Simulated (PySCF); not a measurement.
**SMILES C(C)=C=C(F)Cl, C$_{4}$H$_{4}$ClF**

Molfile (atoms numbered from 1):
```
C4H4ClF
     RDKit          3D

 10  9  0  0  0  0  0  0  0  0999 V2000
   -1.5786   -0.3040   -0.3195 C   0  0  0  0  0  0  0  0  0  0  0  0
   -0.5045    0.5612    0.2535 C   0  0  0  0  0  0  0  0  0  0  0  0
    0.7566    0.2501    0.2806 C   0  0  0  0  0  0  0  0  0  0  0  0
    2.0113   -0.0691    0.2544 C   0  0  0  0  0  0  0  0  0  0  0  0
    2.6275   -0.7448    1.2410 F   0  0  0  0  0  0  0  0  0  0  0  0
    3.0988    0.3420   -1.0330 Cl  0  0  0  0  0  0  0  0  0  0  0  0
   -1.1665   -1.2245   -0.7220 H   0  0  0  0  0  0  0  0  0  0  0  0
   -2.3070   -0.5437    0.4537 H   0  0  0  0  0  0  0  0  0  0  0  0
   -2.0975    0.2349   -1.1110 H   0  0  0  0  0  0  0  0  0  0  0  0
   -0.8312    1.5027    0.6797 H   0  0  0  0  0  0  0  0  0  0  0  0
  1  2  1  0
  2  3  2  0
  3  4  2  0
  4  5  1  0
  4  6  1  0
  1  7  1  0
  1  8  1  0
  1  9  1  0
  2 10  1  0
M  END
```

Computed, not measured: TDDFT CAM-B3LYP/def2-SVPD circular dichroism and optical rotation, one conformer, gas phase in PySCF 2.14.0. Geometry: GFN2-xTB.

No stereocentre is labelled: unless the shape is locked (an allene, a helicene, a hindered biaryl), the mirror image is equally populated and a measured rotation or CD is zero.

(1) Draw the ECD and absorption spectra from the lowest 8 states, each a Gaussian of half-width 0.3 eV at 1/e height.

Answers

(1) 
```tsv
E (eV)	λ (nm)	Δε (L mol⁻¹ cm⁻¹)	ε (L mol⁻¹ cm⁻¹)
4.26	291	+0.02	0.906
4.41	281	+0.10	3.74
4.56	272	+0.24	9.35
4.71	263	+0.36	14.2
4.86	255	+0.33	13
5.01	248	+0.19	7.28
5.16	240	+0.06	2.46
5.31	234	+0.01	0.506
5.46	227	0.00	0.063
5.61	221	0.00	0
5.76	215	0.00	0
5.91	210	+0.01	0.312
6.06	205	+0.11	3.45
6.21	200	+0.53	24.7
6.36	195	+1.58	122
6.51	191	+2.77	468
6.66	186	+1.02	1630
6.81	182	-9.93	5010
6.96	178	-28.05	12500
7.11	174	-24.54	25000
7.26	171	+26.11	40800
7.41	167	+84.37	51000
7.56	164	+85.48	45600
7.71	161	+36.39	30900
```
Δε uses R in velocity form, ε uses f in length form. Only the states computed contribute, so the short-wavelength end is incomplete.
